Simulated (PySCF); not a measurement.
How far are cheaper levels from CCSD(T)/CBS for SiB?

PySCF; the state is a quartet (σ ↑, π ↑↑). The composite is CCSD(T) extrapolated to the basis-set limit from two correlation-consistent sets, with core-valence (CV) and scalar-relativistic (SR) terms as its label shows; it has no spin–orbit coupling and nothing beyond (T). Here it is CCSD(T)/CBS(TQ)+CV+SR. It gives Re = 1.906 Å, ωe = 754 cm⁻¹ and De = 3.29 eV to Si + B.

| level | basis | relativity | Re (Å) | ωe (cm⁻¹) | De (eV) |
| --- | --- | --- | --- | --- | --- |
| UHF-CCSD | def2-TZVPPD | no relativity | 1.907 | 762 | 2.98 |
| UHF-CCSD(T) | def2-TZVPP | no relativity | 1.920 | 741 | 3.15 |
| PBE | cc-pV(D+d)Z/cc-pVDZ | no relativity | 1.939 | 727 | 3.72 |
| PBE | 6-311G(d,p) | no relativity | 1.935 | 723 | 3.68 |
| PBEsol | 6-311G(d,p) | no relativity | 1.930 | 731 | 3.91 |
| r²SCAN | def2-TZVPP | no relativity | 1.908 | 769 | 3.72 |
| PBE0 | 3-21G | no relativity | 1.955 | 707 | 3.22 |
| M06-2X | def2-TZVPPD | no relativity | 1.890 | 794 | 3.58 |
| ωB97M-V | def2-TZVPPD | no relativity | 1.895 | 786 | 3.38 |
| B2PLYP | 6-311G(d,p) | no relativity | 1.918 | 747 | 3.14 |

Task: Give the difference of each row from the composite.

Result: 

```csv
level,basis,ΔRe (pm),Δωe (%),ΔDe (eV)
UHF-CCSD,def2-TZVPPD,+0.1,+1.1,-0.31
UHF-CCSD(T),def2-TZVPP,+1.4,-1.7,-0.14
PBE,cc-pV(D+d)Z/cc-pVDZ,+3.3,-3.6,+0.43
PBE,"6-311G(d,p)",+2.9,-4.1,+0.39
PBEsol,"6-311G(d,p)",+2.4,-3.1,+0.62
r²SCAN,def2-TZVPP,+0.2,+2.0,+0.43
PBE0,3-21G,+4.9,-6.2,-0.07
M06-2X,def2-TZVPPD,-1.6,+5.3,+0.29
ωB97M-V,def2-TZVPPD,-1.1,+4.2,+0.09
B2PLYP,"6-311G(d,p)",+1.2,-0.9,-0.15
```

Task: Which rows come closest in De?

Result: PBE0 in 3-21G (-0.07 eV), counted from the composite.

Correlated steps freeze 6 core orbitals. B2PLYP dipoles, levels and charges come from its SCF part alone. The CCSD T1 diagnostic is raised in SiB, a sign that a single reference may not be enough there. 3-21G is very small, so such numbers show the basis as much as the molecule. The state is the lowest determinant that a PBE0 search found; another state may lie lower at other levels.
